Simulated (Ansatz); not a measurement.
**SiN₂H₆: small, medium and large basis sets**

Aim: see how fast density functionals and correlated methods converge with the basis set for SiN₂H₆.

Program: Ansatz 0.2.0, Gaussian basis. Level of theory: one geometry, several basis sets. These are calculated values, not measurements.

Levels to be run: PBE0-D4/def2-SVP; ωB97M-V/def2-SVP; PBE0-D4/def2-QZVPP; ωB97M-V/def2-QZVPP; CCSD(T)/cc-pV(D+d)Z; CCSD(T)/cc-pV(T+d)Z; CCSD(T)/cc-pV(Q+d)Z; the functionals' def2-TZVPP values are taken from earlier runs.

## Step 1: The relaxed structure

An earlier PBE0-D4 in a triple-zeta def2 set relaxation fixed the geometry.

SMILES `NN[SiH3]`, 9 atoms, charge 0, spin multiplicity 1.

Atoms are counted from 1 here; the program's logs count them from 0.

Bond lengths: N1–N2 1.407 Å, N1–H4 1.014 Å, N1–H5 1.013 Å, N2–Si3 1.714 Å, N2–H6 1.005 Å, Si3–H7 1.494 Å, Si3–H8 1.491 Å, Si3–H9 1.486 Å. Angles: N2–N1–H4 110.8°, N2–N1–H5 110.1°, H4–N1–H5 108.5°, N1–N2–Si3 123.5°, N1–N2–H6 112.1°, Si3–N2–H6 123.5°, N2–Si3–H7 112.3°, N2–Si3–H8 110.9°, N2–Si3–H9 107.1°, H7–Si3–H8 106.4°, H7–Si3–H9 109.8°, H8–Si3–H9 110.4°.

## Step 2: PBE0-D4 in def2-SVP

File in.yaml:

```yaml
crystal:
  periodic: [false, false, false]
  atoms:
    - {symbol: N, position_ang: [-0.558798, 0.925039, -1.203119]}
    - {symbol: N, position_ang: [-0.285456, 0.708205, 0.159691]}
    - {symbol: Si, position_ang: [0.408446, -0.736644, 0.767485]}
    - {symbol: H, position_ang: [0.267926, 0.761311, -1.767474]}
    - {symbol: H, position_ang: [-1.290546, 0.297563, -1.515551]}
    - {symbol: H, position_ang: [-0.377522, 1.549257, 0.701780]}
    - {symbol: H, position_ang: [1.729201, -1.040038, 0.139617]}
    - {symbol: H, position_ang: [-0.469783, -1.907347, 0.484548]}
    - {symbol: H, position_ang: [0.576533, -0.557346, 2.233034]}
basis:
  gaussian: {orbitals: def2-SVP}
hamiltonian: {xc: pbe0, dispersion: d4}
output: {orbitals: {seedname: orbitals}}
```

Started as:

```console
$ ansatz run in.yaml --threads 2 --pin off --events-out ev --progress --plain --max-ram 32768MiB --backend cpu
```

After this run come: ωB97M-V in def2-SVP; PBE0-D4 in def2-QZVPP; ωB97M-V in def2-QZVPP; CCSD(T) in cc-pV(D+d)Z; CCSD(T) in cc-pV(T+d)Z; CCSD(T) in cc-pV(Q+d)Z.

**Question.** What will the summary of the whole plan be? Wanted: MP2 correlation recovered, cc-pV(D+d)Z; MP2 correlation recovered, cc-pV(T+d)Z; MP2 correlation recovered, cc-pV(Q+d)Z; CCSD(T) limit from def2 sets; PBE0-D4: double and triple zeta above quadruple; ωB97M-V: double and triple zeta above quadruple.

The runs gave:

```
                                                                 quantity          value
                                   MP2 correlation recovered, cc-pV(D+d)Z         71.3 %
                                   MP2 correlation recovered, cc-pV(T+d)Z         89.1 %
                                   MP2 correlation recovered, cc-pV(Q+d)Z         95.5 %
CCSD(T) limit from def2 sets (earlier runs) less the limit of this series        -35 meV
                          PBE0-D4: double and triple zeta above quadruple  6.97, 0.47 eV
                          ωB97M-V: double and triple zeta above quadruple  7.12, 0.44 eV
```

In words: PBE0-D4 gains 6.51 eV from double to triple zeta, then 0.47 eV more. Correlation climbs from 71 % (cc-pV(D+d)Z) to 95 % (cc-pV(Q+d)Z) of the limit; Hartree-Fock is 0.106 eV from its own by then. A limit from the def2 sets, made apart, differs by 35 meV, a least measure of the doubt on such a limit. Total energies overstate the basis error of differences, where much of it tends to cancel. The LUMO of ωB97M-V is positive and keeps falling with the basis (2.79 to 1.59 eV): an unbound level that the basis holds in place.
